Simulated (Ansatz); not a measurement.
A nudged elastic band was laid between two geometries of H2 + H4OSi (8 atoms, charge 0, multiplicity 1).

Level of theory: RKS PBE-D4/def2-TZVP (Ansatz 0.2.0).

```
movable images  : 5
climbing image  : yes
spring          : 5.0 eV/Å²
optimiser       : quadratic models (default)
start path      : through a guess of the saddle point
force threshold : 0.05 eV/Å
iteration limit : 60
end points      : relaxed
```

Initial state:

```xyz
8
Properties=species:S:1:pos:R:3
Si -0.630 0.127 -0.954
O 0.551 -0.774 -0.195
H -0.995 -0.451 -2.287
H -1.879 0.217 -0.131
H -0.039 1.483 -1.131
H 1.277 0.367 2.038
H 1.374 0.736 2.688
H 0.341 -1.705 -0.028
```

Final state:

```xyz
8
Properties=species:S:1:pos:R:3
Si -0.952 0.673 -0.278
O 1.722 -0.858 0.190
H -1.116 -0.730 -0.764
H -2.255 1.384 -0.476
H 0.107 1.385 -1.047
H 1.752 -0.774 1.157
H -0.646 0.678 1.184
H 1.388 -1.758 0.035
```

What changes between the two ends?

Bonds broken: Si1–O2, H6–H7. Bonds formed: Si1–H7, O2–H6. H2 + H4OSi becomes H2O + H4Si.

What energy profile does the band end with?

The run converged. The highest image is number 4 of 0 to 6, 46.2 kcal/mol above the first end and 33.1 kcal/mol above the last; the last end lies 13.0 kcal/mol above the first. Neighbouring images differ by up to 1.4 eV, so the band resolves the path poorly. A vibrational analysis at the climbing image gives one clearly imaginary mode, 1131i cm⁻¹: a first-order saddle point. The orbitals stay closed-shell, which can raise the energy where a bond breaks towards radicals; this wasn't checked here.

```tsv
image	path coordinate (Å)	energy (kcal/mol)	Si1–O2 (Å)	H6–H7 (Å)	Si1–H7 (Å)
0	0.00	0.0	1.67	0.75	4.20
1	0.81	0.1	1.67	0.75	3.73
2	1.61	1.3	1.67	0.75	2.98
3	2.42	13.7	1.71	0.77	2.28
4	3.22	46.2	1.93	1.14	1.75
5	4.53	16.9	2.95	1.73	1.50
6	5.83	13.0	3.12	2.80	1.49
```

What is the geometry of the highest image?


```xyz
8
Properties=species:S:1:pos:R:3
Si -0.414 0.380 -0.352
O 1.009 -0.841 0.114
H -0.722 -0.533 -1.520
H -1.778 0.563 0.247
H 0.136 1.627 -0.952
H 0.820 -0.177 1.027
H 0.204 0.761 1.237
H 0.745 -1.779 0.198
```

Time of the run: 100 s on 2 threads of Intel(R) Xeon(R) 6975P-C (Granite Rapids), on a shared host, peak memory 0.16 GiB.
